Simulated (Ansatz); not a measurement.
The cluster MgSi2 (the lowest singlet isomer of a short search) was relaxed with r2SCAN-D4 (def2-TZVP) in Ansatz in these states: neutral quintet, neutral singlet, neutral triplet. The geometries follow in no particular order.

A:

```xyz
3

Mg   -0.067    1.267    0.801
Si   -1.055   -0.730   -0.340
Si    1.122   -0.537   -0.461
```

B:

Cartesian coordinates in Å:
```
Mg -0.277 -1.681 -0.030
Si 0.303 0.793 1.147
Si -0.027 0.888 -1.117
```

C:

```tsv
atom	x (Å)	y (Å)	z (Å)
Mg1	0.650	1.564	0.179
Si2	-0.378	-0.880	0.959
Si3	-0.271	-0.683	-1.137
```

**Question.** Judge from the bond lengths which geometry belongs to which state (an estimate).

**Answer.** A is the neutral singlet (Mg1–Si3 2.502 Å, Mg1–Si2 2.503 Å, Si2–Si3 2.189 Å); B is the neutral quintet (Mg1–Si3 2.800 Å, Mg1–Si2 2.800 Å, Si2–Si3 2.289 Å); C is the neutral triplet (Mg1–Si3 2.762 Å, Mg1–Si2 2.764 Å, Si2–Si3 2.108 Å).
